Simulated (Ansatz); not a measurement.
# BNH3 (doublet): from a generated start to a stationary point

Where does this start of BNH3 (doublet) end when it is relaxed?

Method: UKS PBE0/def2-TZVP; program: Ansatz 0.2.0, Gaussian basis.

## (1) Where the work starts

5 atoms, charge 0, spin multiplicity 2.

Atoms are counted from 1 here; the program's logs count them from 0.

Bond lengths: B1–N2 1.306 Å, B1–H3 1.187 Å, B1–H4 1.178 Å, N2–H5 0.995 Å. Angles: N2–B1–H3 122.1°, N2–B1–H4 122.6°, H3–B1–H4 115.3°, B1–N2–H5 152.2°.

The start was built by rule and, where that kept it together, relaxed with GFN2-xTB. Sticks and bond lists go by distance. 

## (2) Relaxation

Input file in.yaml:

```yaml
crystal:
  periodic: [false, false, false]
  atoms:
    - {symbol: B, position_ang: [-0.686037, -0.076243, 0.005046]}
    - {symbol: N, position_ang: [0.614651, 0.035391, -0.004370]}
    - {symbol: H, position_ang: [-1.400994, 0.871859, 0.005589]}
    - {symbol: H, position_ang: [-1.233510, -1.119560, 0.013581]}
    - {symbol: H, position_ang: [1.451421, 0.573659, -0.012568]}
basis:
  gaussian: {orbitals: def2-TZVP}
magnetization: {spin_polarized: true, initial_magnetization: 1}
hamiltonian: {xc: pbe0}
relax: {f_tol: 0.004, max_steps: 80}
```

Started as:

```console
$ ansatz run in.yaml --threads 1 --pin off --events-out ev --progress --plain --max-ram 1740MiB
```

Q: Predict the outcome of this session. Wanted: energy gained; shift from the start; total energy; dipole moment; ⟨S²⟩.

**Answer**, as computed:

| quantity | value |
| --- | --- |
| steps | 7 |
| energy gained | 0.056 eV |
| shift from the start (rms) | 0.062 Å |
| total energy | -2211.6229 eV |
| dipole moment | 1.40 D |
| ⟨S²⟩ | 0.759 |

The bonds of the start are those of the end. B1–H4 went from 1.178 to 1.203 Å. No vibrations were run, so this is a stationary point, not a proven minimum, and this spin need not be the ground state's.
